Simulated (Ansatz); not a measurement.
System: 1T (CdI2-type) TaSe₂ (undistorted form, which takes a superstructure on cooling). Method: rVV10 (Ansatz, a quantum-chemistry and plane-wave program, PAW).

Run with plane-wave cutoff 520 eV, 18×18×10 k mesh (along the axes of the cell as run), Fermi–Dirac smearing 0.05 eV, scalar-relativistic PAW data made under PBE.

Computed at the level's own relaxed cell.

Q: Predict the volume per atom, bulk modulus B0, equilibrium lattice constant a and lattice parameter c.

A: 
volume per atom: 22.77 Å³/atom
bulk modulus B0: 38.8 GPa
equilibrium lattice constant a: 3.530 Å
lattice parameter c: 6.331 Å

The run finds no gap.

Note: the relaxation could not lower the start's symmetry, so the cell can be a saddle point above a distorted one; the bulk modulus comes from volumes at which shape and atoms were relaxed.

Spin–orbit coupling is not included; it can open a gap where bands touch, and shift volumes and moduli.

Cost on a shared machine: roughly 26 core-minutes.
